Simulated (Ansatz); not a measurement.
**C₃H₄O: a ladder of functionals and wavefunction methods**

An exercise on one series of results from a longer session: the logs are not shown, and one member is left open.

The runs use Ansatz 0.2.0, Gaussian basis; functionals in def2-TZVPP, the program's frozen cores in correlated methods.

The runs, in order: LDA (SPW92), PBE-D4, revPBE-D4, BLYP-D4, r2SCAN-D4, B97M-V, PBE0-D4, B3LYP-D4, r2SCANh-D4, r2SCAN0-D4, HSE06-D4, BHLYP-D4, CAM-B3LYP-D4, LC-ωPBE, ωB97X-V, ωB97M-V, B2PLYP, PBE-QIDH; CCSD(T)/def2-SVP; CCSD(T)/def2-TZVPP; MP2/def2-QZVPP; extrapolation to the limit; RPA on PBE.

### The geometry

An earlier PBE0-D4 in a triple-zeta def2 set relaxation fixed the geometry.

SMILES `C=C=CO`, 8 atoms, charge 0, spin multiplicity 1.

Atoms are counted from 1 here; the program's logs count them from 0.

Bond lengths: C1–C2 1.302 Å, C1–H5 1.088 Å, C1–H6 1.088 Å, C2–C3 1.305 Å, C3–O4 1.363 Å, C3–H7 1.084 Å, O4–H8 0.963 Å. Angles: C2–C1–H5 121.7°, C2–C1–H6 121.7°, H5–C1–H6 116.7°, C1–C2–C3 179.5°, C2–C3–O4 126.5°, C2–C3–H7 121.6°, O4–C3–H7 111.9°, C3–O4–H8 108.7°.

Set-up of the first run:

The input, in.yaml:

```yaml
crystal:
  periodic: [false, false, false]
  atoms:
    - {symbol: C, position_ang: [-0.601070, 1.381243, -0.326277]}
    - {symbol: C, position_ang: [0.097878, 0.306831, -0.098758]}
    - {symbol: C, position_ang: [0.807872, -0.764156, 0.126833]}
    - {symbol: O, position_ang: [0.335477, -1.987737, 0.496456]}
    - {symbol: H, position_ang: [-0.983916, 1.614029, -1.317223]}
    - {symbol: H, position_ang: [-0.828564, 2.092390, 0.464460]}
    - {symbol: H, position_ang: [1.887887, -0.760184, 0.031544]}
    - {symbol: H, position_ang: [-0.623363, -1.939414, 0.567067]}
basis:
  gaussian: {orbitals: def2-TZVPP}
hamiltonian: {xc: lda}
output: {orbitals: {seedname: orbitals}}
```

The run is started by

```
ansatz run in.yaml --threads 2 --pin off --events-out ev --progress --plain --max-ram 4352MiB
```

Steps of the session up to this table: LDA; PBE-D4 (GGA); revPBE-D4 (GGA); BLYP-D4 (GGA); r2SCAN-D4 (meta-GGA); B97M-V (meta-GGA); PBE0-D4 (hybrid); B3LYP-D4 (hybrid); r2SCANh-D4 (hybrid); r2SCAN0-D4 (hybrid); HSE06-D4 (hybrid); BHLYP-D4 (hybrid); CAM-B3LYP-D4 (range-separated); LC-ωPBE (range-separated); ωB97X-V (range-separated); ωB97M-V (range-separated); B2PLYP (double hybrid); PBE-QIDH (double hybrid).

One of the session's tables, all rows but one given; the rest of the session is left out.

It belongs to the step «Frontier levels by functional». 

```
  functional  HOMO (eV)  gap (eV)
 LDA (SPW92)      -5.56      3.99
      PBE-D4      -5.40      4.08
   revPBE-D4      -5.34      4.12
     BLYP-D4      -5.29      4.08
   r2SCAN-D4      -5.61      4.56
      B97M-V      -5.66      4.67
     PBE0-D4      -6.65      6.33
    B3LYP-D4      -6.45      5.87
  r2SCANh-D4      -6.09      5.39
  r2SCAN0-D4          ?         ?
    HSE06-D4      -6.25      5.55
    BHLYP-D4      -7.79      8.52
CAM-B3LYP-D4      -8.01      8.78
     LC-ωPBE      -9.34     11.34
     ωB97X-V      -8.97     10.88
     ωB97M-V      -8.88     10.60
```

Q: Estimate the row for r2SCAN0-D4 from the others.

Worked estimate for «HOMO (eV)». Against the share of exact exchange, r2SCAN-D4 (0, -5.61), r2SCANh-D4 (0.1, -6.09) give a slope of -4.80 per unit share; at 0.25 the line stands at -6.81.

The run gave: HOMO (eV): -6.80; gap (eV): 6.63. In «HOMO (eV)» the line misses by -0.01.
